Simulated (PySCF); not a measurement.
N2, SMILES N#N. Coordinates come from a PBE0-D3(BJ)/def2-TZVPD optimisation.

TDA-ωB97X/def2-TZVPD (PySCF) puts the lowest singlet excitations at 9.52, 9.70, 9.70, 10.00, 10.00, 13.39 eV.

### Question
What are the lowest excitation roots from PySCF with ADC(3)/aug-cc-pVDZ? (Estimate from the structure and the level; the computed values follow.)

### Answer
9.45, 9.45, 9.81, 10.18, 10.18, 13.20 eV. S1 differs by -0.07 eV (second minus first; roots are paired by order, and the bases may differ).
